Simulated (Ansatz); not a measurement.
in.yaml

```yaml
crystal:
  periodic: [false, false, false]
  atoms:
    - {symbol: Si, position_ang: [0.000000, -0.161273, 0.854692]}
    - {symbol: O, position_ang: [0.000000, 0.235128, -1.452503]}
    - {symbol: H, position_ang: [0.000000, 1.323868, 1.229201]}
    - {symbol: H, position_ang: [0.000000, -0.562391, -1.988437]}
basis:
  gaussian: {orbitals: cc-pVDZ}
magnetization: {spin_polarized: true, initial_magnetization: 0}
hamiltonian: {xc: {name: wB97M-V}}
output: {forces: true, orbitals: {seedname: orbitals}}
```

```sh
$ ansatz run in.yaml --threads 1 --pin off --events-out ev --progress --plain --max-ram 2816MiB --backend cpu
```

Output:

```
  # Of w^i u^j: cxij and so on, Table III.
  gx(w, u) = 1 - cx + cx01*u + cx10*w
  gss(w, u) = css00 + css04*u^4 + css10*w + css20*w^2 + css43*w^4*u^3
  gos(w, u) = cos00 + cos10*w + (cos20 + cos21*u)*w^2 + (cos60 + cos61*u)*w^6
      + integral(e_c_pw_mod_opposite_spin*gos(b97_w_opposite, b97_u_opposite)) + vv10(b, c)
401 factors; integrals over basis functions are off by at most 1.5e-3 eV
128 factors; integrals over basis functions are off by at most 1.2e-5 eV
mean field evaluation 1: about -9946.9468 eV, gradient 3.7e1 eV
mean field evaluation 2: about -9890.8547 eV, gradient 1.0e2 eV
mean field evaluation 4: about -9952.9876 eV, gradient 1.1e0 eV
mean field evaluation 8: about -9953.0437 eV, gradient 5.3e-2 eV
mean field evaluation 16: about -9953.0439 eV, gradient 7.0e-4 eV
mean field -9953.04391986 eV, -365.7676176393 hartree, gradient 4.3e-6 eV, S^2 0.000000; 1 other end points of the search recorded, 0 dependent functions left out
the calculation of the forces begins
reference -9953.04395104 eV, -365.7676187851 hartree; 12, 12 occupied and 30, 30 virtual orbitals, 401 factors
Total energy: -9953.04395104 eV, -365.7676187851 hartree
Atom 0 at     0.000000    -0.161273     0.854692 Å, force    -0.000000     0.234818    -4.213479 eV/Å
Atom 1 at     0.000000     0.235128    -1.452503 Å, force     0.000000     0.486123     4.304581 eV/Å
Atom 2 at     0.000000     1.323868     1.229201 Å, force     0.000000     0.071445    -0.310061 eV/Å
Atom 3 at     0.000000    -0.562391    -1.988437 Å, force     0.000000    -0.792385     0.218959 eV/Å
Dipole moment:    -0.000000    -0.291996     0.491599 e Å
```

Forces (eV/Å):
```
Si   0.000  0.235 -4.213
O    0.000  0.486  4.305
H    0.000  0.071 -0.310
H    0.000 -0.792  0.219
```

Ran on 1 thread of AMD EPYC 7R13, shared host: 3.5 s wall, 0.22 GiB peak host memory.
